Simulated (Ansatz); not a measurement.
## C6H6: a line through the functionals

The species is C6H6 (12 atoms), meant as a singlet with charge 0. As SMILES, `c1ccccc1`. Geometry: relaxed at PBE0-D4/def2-TZVP.

The HOMO–LUMO gap y, in eV, basis def2-SVP; a is the functional's share of exact exchange. Programs: Ansatz 0.2.0.

| functional | program | a | y (eV) |
| --- | --- | --- | --- |
| r2SCAN | Ansatz | 0 | 5.66 |
| PBE | Ansatz | 0 | 5.29 |
| B3LYP | Ansatz | 0.2 | ? |
| PBE0 | Ansatz | 0.25 | 7.24 |
| BHLYP | Ansatz | 0.5 | 9.13 |

Q: Fit y = c + s·a to the known rows and predict B3LYP.

A: 
1. Means of the 4 rows: a = 0.1875, y = 6.830.
2. Σ(Δa)² = 0.17188, Σ(Δa·Δy) = 1.2525, so the slope is 1.2525/0.17188 = 7.2871.
3. Intercept: 6.830 − (7.2871) × 0.1875 = 5.464. The largest residual of the fit is 0.20.
4. B3LYP: 5.464 + (7.2871) × 0.2 = 6.92 eV.

The run gave 6.82 eV, so the prediction is off by +0.10 eV, within the largest residual. Exact exchange lowers occupied levels and raises empty ones. The rows mix families of semi-local functionals, which the line can't see.
